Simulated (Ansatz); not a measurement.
Task: a rigid scan of one bond length of C4H6 (charge +1), SMILES [CH2][CH+]C=C, with Ansatz 0.2.0, Python API. Give the script and its output. Settings (for the species named): B3LYP, 6-31G* basis, multiplicity 2, D4 dispersion.

Input file `c4h6.xyz`:
```text
10

C     1.61330    0.42470    0.40410
C     0.83280   -0.32190   -0.62820
C    -0.63510   -0.45240   -0.60020
C    -1.39840    0.08490    0.35030
H     1.30820    1.49180    0.41890
H     1.46260   -0.03240    1.40430
H     1.37700   -0.79000   -1.43750
H    -1.11130   -1.01390   -1.39400
H    -2.47210   -0.04650    0.31530
H    -0.97710    0.65570    1.16710
```

`scan_c4h6.py`:
```python
"""Stretching a bond of C4H6(+), the rest held rigid."""

import logging
import sys

import ansatz as az
import numpy as np

logging.basicConfig(stream=sys.stdout, format="%(levelname)s %(message)s")
logger = logging.getLogger("calc")
logger.setLevel(logging.INFO)

params = {
    "basis": "6-31G*",
    "functional": "b3lyp",
    "vdw": "d4",
    "charge": 1,
}


def main() -> None:
    molecule = az.Crystal.molecule_from_extxyz("c4h6.xyz")

    symbols = [site.symbol for site in molecule.cartesian_sites]
    start = np.array([site.position_ang for site in molecule.cartesian_sites])
    axis = (start[6] - start[1]) / np.linalg.norm(start[6] - start[1])
    moving = [6]
    lengths, energies = [0.92, 1.0, 1.08, 1.19, 1.35, 1.62, 1.95, 2.38], []
    for length in lengths:
        xyz = start.copy()
        xyz[moving] += (length - np.linalg.norm(start[6] - start[1])) * axis
        point = az.Crystal.molecule()
        for symbol, place in zip(symbols, xyz):
            point = point.atom(symbol, place.tolist())
        setup = (
            point.calculation()
            .basis(gaussian=params["basis"])
            .functional(params["functional"], dispersion=params["vdw"])
            .charge(params["charge"])
            .spin("collinear", total=1)
        )
        r = setup.run().report
        energies.append(r["free_energy_ev"])
        logger.info(f"r = {length:6.3f} A  E = {energies[-1]:.5f} eV  <S^2> = {abs(r['mean_field']['state']['spin_squared']):.3f}")

    print("energy above the lowest point (eV):", [round(e - min(energies), 3) for e in energies])


if __name__ == "__main__":
    main()
```

Running `python scan_c4h6.py` prints:
```text
INFO r =  0.920 A  E = -4233.90265 eV  <S^2> = 0.753
INFO r =  1.000 A  E = -4234.45917 eV  <S^2> = 0.753
INFO r =  1.080 A  E = -4234.63608 eV  <S^2> = 0.753
INFO r =  1.190 A  E = -4234.50463 eV  <S^2> = 0.753
INFO r =  1.350 A  E = -4233.92352 eV  <S^2> = 0.753
INFO r =  1.620 A  E = -4232.67073 eV  <S^2> = 0.758
INFO r =  1.950 A  E = -4231.37290 eV  <S^2> = 0.861
INFO r =  2.380 A  E = -4230.57180 eV  <S^2> = 1.081
energy above the lowest point (eV): [0.733, 0.177, 0.0, 0.131, 0.713, 1.965, 3.263, 4.064]
```

Reading the output:
- Total energies depend on the basis set; only differences at equal settings carry meaning.
- The rest of the molecule is held rigid at a force-field or estimated start geometry, and the basis set is modest; single-reference methods fail as a bond breaks.
- The run takes the species as open-shell (spin multiplicity 2), which needn't be its ground state.
- The expectation value of S² is noticeably off S(S+1) in at least one run, so that state is spin-contaminated.
- b3lyp holds the VWN-RPA fit, as in Gaussian; the form of ORCA and Turbomole is b3lyp5.
- For an odd-electron ion, approximate functionals spread the charge over both fragments and lower the stretched end too much.
- Finished in 33 s on 1 thread of Arm Neoverse V2 (shared host), peak memory 0.25 GiB.
